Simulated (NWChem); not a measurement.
# One shape, several levels: MgNH3 (SMILES [NH2][MgH])

Aim: a comparison of 6 runs (HF/3-21G, HF/def2-SVP, TPSS/pcseg-1, B3LYP/6-31G*, B3LYP/cc-pVDZ, B3LYP/def2-TZVP) of MgNH3. 

The results are computed with NWChem 7.3.0.

### Step 1. The structure to begin with

MgNH3 has 5 atoms, charge 0, and is taken as a singlet. SMILES: `[NH2][MgH]`. The shape is that of a PBE0-D4/def2-TZVP optimisation.

Bond lengths: N1–Mg2 1.888 Å, N1–H3 1.009 Å, N1–H4 1.009 Å, Mg2–H5 1.698 Å. Angles: N1–Mg2–H5 180.0°, Mg2–N1–H3 126.6°, Mg2–N1–H4 126.6°, H3–N1–H4 106.9°.

### Step 2. Energy and forces at HF/3-21G (run 1)

h3mgn.nw reads:

```
start h3mgn
memory total 2200 mb
charge 0

geometry noautosym nocenter noautoz
 N    -0.186700   -0.836100    0.120700
 Mg    0.247800    0.979200   -0.164300
 H    -0.873300   -1.376600   -0.384500
 H     0.223400   -1.451800    0.807300
 H     0.638700    2.611700   -0.420500
end

basis spherical bse
 * library 3-21G
end

scf
 thresh 1e-08
 maxiter 80
end

task scf gradient
```

On the command line:

```
$ nwchem h3mgn.nw > h3mgn.out
```

The log of the run:

```text
[...]
  functions       =    28
[...]
  wavefunction    = RHF
[...]
         Total SCF energy =   -254.347266458582
      One-electron energy =   -436.431314837071
      Two-electron energy =    141.004894560816
 Nuclear repulsion energy =     41.079153817673
        Time for solution =      0.3s
[...]
                         RHF ENERGY GRADIENTS
    atom               coordinates                        gradient
                 x          y          z           x          y          z
   1 N      -0.352812  -1.580000   0.228090   -0.000314  -0.001383   0.000247
   2 Mg      0.468274   1.850420  -0.310482    0.002360   0.009852  -0.001547
   3 H      -1.650298  -2.601397  -0.726600   -0.000472  -0.001665   0.000178
   4 H       0.422165  -2.743504   1.525576   -0.000339  -0.001642   0.000311
   5 H       1.206968   4.935397  -0.794630   -0.001235  -0.005162   0.000811
[...]
```

It took 0.96 s on 1 thread of AMD EPYC 9R14 (Zen 4), shared host; peak memory 0.099 GiB.

### Step 3. Energy and forces at HF/def2-SVP (run 2)

input.nw reads:

```
start input
memory stack 880 mb heap 220 mb global 1100 mb
charge 0

geometry noautosym nocenter noautoz
   N       -0.186700      -0.836100       0.120700
   Mg       0.247800       0.979200      -0.164300
   H       -0.873300      -1.376600      -0.384500
   H        0.223400      -1.451800       0.807300
   H        0.638700       2.611700      -0.420500
end

basis spherical bse
   N library def2-SVP
   Mg library def2-SVP
   H library def2-SVP
end

scf
   thresh 1e-08
   maxiter 80
end

task scf gradient
```

On the command line:

```
$ nwchem input.nw > input.out
```

The log of the run:

```text
[...]
  functions       =    47
[...]
  wavefunction    = RHF
[...]
         Total SCF energy =   -255.684163674036
      One-electron energy =   -437.551190557284
      Two-electron energy =    140.787873065575
 Nuclear repulsion energy =     41.079153817673
        Time for solution =      1.2s
[...]
                         RHF ENERGY GRADIENTS
    atom               coordinates                        gradient
                 x          y          z           x          y          z
   1 N      -0.352812  -1.580000   0.228090    0.001373   0.005646  -0.000857
   2 Mg      0.468274   1.850420  -0.310482   -0.000397  -0.001658   0.000260
   3 H      -1.650298  -2.601397  -0.726600   -0.003211  -0.001410  -0.002823
   4 H       0.422165  -2.743504   1.525576    0.002428  -0.001766   0.003292
   5 H       1.206968   4.935397  -0.794630   -0.000193  -0.000811   0.000128
[...]
```

It took 2.2 s on 1 thread of AMD EPYC 9R14 (Zen 4), shared host; peak memory 0.1 GiB.

Runs 3 to 5 aren't shown in full; the table further down has their settings and results.

### Step 4. Energy and gradient at B3LYP/def2-TZVP (run 6)

calc.nw reads:

```
start calc
memory stack 880 mb heap 220 mb global 1100 mb

geometry noautosym nocenter noautoz
N       -0.186700      -0.836100       0.120700
Mg       0.247800       0.979200      -0.164300
H       -0.873300      -1.376600      -0.384500
H        0.223400      -1.451800       0.807300
H        0.638700       2.611700      -0.420500
end

basis spherical bse
* library def2-TZVP
end

dft
xc b3lyp
grid xfine
convergence energy 1e-08
maxiter 100
mulliken
print medium
end

task dft gradient
```

On the command line:

```
$ nwchem calc.nw > calc.out
```

The log of the run:

```text
[...]
          Wavefunction type:  closed shell.
          No. of atoms     :     5
          No. of electrons :    22
[...]
          Charge           :     0
          Spin multiplicity:     1
[...]
          AO basis - number of functions:    81
[...]
              XC Information
              --------------
                         B3LYP Method XC Potential
                     Hartree-Fock (Exact) Exchange  0.200
                        Slater Exchange Functional  0.800 local
                    Becke 1988 Exchange Functional  0.720 non-local
              Lee-Yang-Parr Correlation Functional  0.810
                  VWN I RPA Correlation Functional  0.190 local
[...]
 d= 0,ls=0.0,diis     1   -256.6147033610 -2.98D+02  1.15D-02  5.98D-01     1.5
[...]
 d= 0,ls=0.0,diis     8   -256.6832203700  3.37D-09  1.39D-06  7.36D-08     9.3
         Total DFT energy =     -256.683220370043
      One electron energy =     -437.865163904483
           Coulomb energy =      164.688302562346
    Exchange-Corr. energy =      -24.585512845579
 Nuclear repulsion energy =       41.079153817673
[...]
      Total Density - Mulliken Population Analysis
     ---------------------------------------------
    Atom       Charge   Shell Charges
 -----------   ------   -------------------------------------------------------
    1 N    7     7.86   0.82  1.15  0.55  0.78  0.25  1.56  1.62  1.11  0.00  0.00  0.00
    2 Mg  12    11.45   2.00  0.69  1.29  0.66  0.16  5.12  0.87  0.30  0.21  0.00  0.07  0.08
    3 H    1     0.78   0.28  0.40  0.07  0.04
    4 H    1     0.78   0.28  0.40  0.07  0.04
    5 H    1     1.12   0.22  0.57  0.32  0.00
[...]
  wavefunction    = closed shell
                         DFT ENERGY GRADIENTS
    atom               coordinates                        gradient
                 x          y          z           x          y          z
   1 N      -0.352812  -1.580000   0.228090    0.000153   0.000547  -0.000060
   2 Mg      0.468274   1.850420  -0.310482   -0.000587  -0.002449   0.000385
   3 H      -1.650298  -2.601397  -0.726600    0.000761   0.000435   0.000626
   4 H       0.422165  -2.743504   1.525576   -0.000547   0.000554  -0.000807
   5 H       1.206968   4.935397  -0.794630    0.000220   0.000913  -0.000143
[...]
```

It took 14 s on 1 thread of AMD EPYC 9R14 (Zen 4), shared host; peak memory 0.14 GiB.

### Step 5. All runs side by side

```tsv
run	level	iteration cap	module	energy (Eh)	dipole moment (D)	HOMO energy (eV)	LUMO energy (eV)	wall time
1	HF/3-21G	80	scf	-254.347266	1.29	-9.11	1.85	0.96 s
2	HF/def2-SVP	80	scf	-255.684164	0.95	-9.56	1.67	2.2 s
3	TPSS/pcseg-1	100	dft	-256.625586	–	–	–	7.5 s
4	B3LYP/6-31G* (Cartesian functions)	100	dft	-256.632455	1.20	-5.70	-0.54	6.3 s
5	B3LYP/cc-pVDZ	100	dft	-256.650186	1.13	-5.75	-0.61	13 s
6	B3LYP/def2-TZVP	100	dft	-256.683220	0.82	-6.05	-0.75	14 s
```

### Step 6. What came out

| quantity | value |
| --- | --- |
| run 6: total energy | -256.68322 Eh |
| run 6: dipole moment | 0.82 D |
| run 6: HOMO energy | -6.05 eV |
| run 6: LUMO energy | -0.75 eV |
| run 6: HOMO–LUMO gap | 5.30 eV |
| run 6: largest force on an atom | 0.131 eV/Å |

In words: Over runs 1, 2, 4, 5, 6 the dipole moment (its size) runs from 0.82 D (B3LYP/def2-TZVP) to 1.29 D (HF/3-21G). The two ends differ in method and basis. Over runs 1, 2, 4, 5, 6 the HOMO–LUMO gap runs from 5.14 eV (B3LYP/cc-pVDZ) to 11.22 eV (HF/def2-SVP). Totals of different functionals can't be ranked against each other. All runs together took 43 s, the longest 14 s.
